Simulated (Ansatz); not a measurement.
# BSiN (singlet): wave-function methods side by side at a displaced geometry (v2), cc-pVDZ

One table from this session's results is given with a row withheld; the runs are named, their logs left out.

Method: cc-pVDZ, core rule «outside noble gas», up to 7 orbitals frozen; program: Ansatz 0.2.0, Gaussian basis.

Plan: UHF; CCSD(T) on RHF; CCSD(T) on UHF; BCCD(T) on RHF; CISD; CCSDT(Q) on RHF; CCSDT(Q) on UHF.

13 further runs of the same task are left out: 1 for a known fault of the program, 4 that didn't finish, 8 set aside as unsound or not needed.

## What is computed

The geometry is a PBE0/def2-TZVP stationary point (not a proven minimum) with its atoms shifted at random (size 0.100 Å).

3 atoms, charge 0, spin multiplicity 1.

Atoms are counted from 1 here; the program's logs count them from 0.

Bond lengths: B1–Si2 2.071 Å, B1–N3 1.338 Å, Si2–N3 1.671 Å. Angles: Si2–B1–N3 53.6°, B1–Si2–N3 40.1°, B1–N3–Si2 86.2°.

The first run:

File in.yaml:

```yaml
crystal:
  periodic: [false, false, false]
  atoms:
    - {symbol: B, position_ang: [0.110895, 0.624942, 1.180561]}
    - {symbol: Si, position_ang: [-0.053979, 0.070842, -0.808233]}
    - {symbol: N, position_ang: [0.022642, -0.624407, 0.709416]}
basis:
  gaussian: {orbitals: cc-pVDZ}
magnetization: {spin_polarized: true, initial_magnetization: 0}
hamiltonian: {xc: hf}
output: {orbitals: {seedname: orbitals}}
```

Started as:

```sh
ansatz run in.yaml --threads 1 --pin off --events-out ev --progress --plain --max-ram 2393MiB
```

Steps of the session up to this table: UHF; CCSD(T) on RHF; CCSD(T) on UHF; BCCD(T) on RHF; CISD; CCSDT(Q) on RHF; CCSDT(Q) on UHF.

One table of the session follows, with a row left open; its other results are not shown here.

It belongs to the step «Misses and costs». 

| method | from RCCSDT(Q) (kJ/mol) |
| --- | --- |
| RHF | +909.1 |
| UHF | +900.5 |
| RMP2 | +107.2 |
| UMP2 | +128.0 |
| CISD | +144.9 |
| RCCSD | +52.4 |
| UCCSD | +54.9 |
| RCCSD(T) | +7.5 |
| UCCSD(T) | ? |
| BCCD(T) | +7.1 |
| RCCSDT | +5.0 |
| UCCSDT | +5.3 |
| RCCSDT(Q) | 0 |
| UCCSDT(Q) | -0.3 |

Q: Estimate the row for UCCSD(T) from the others.

**Answer.** from RCCSDT(Q) (kJ/mol): +9.7. In the column «from RCCSDT(Q) (kJ/mol)» it lies between RCCSD(T) (+7.5) and RCCSD (+52.4).

To keep in mind: Warnings: restricted reference is unstable; spin contamination; large T1 diagnostic. Restricted and unrestricted rows rest on different reference determinants; where their highest levels disagree by more than a few hundredths of an eV, they describe different states and don't form one ladder.
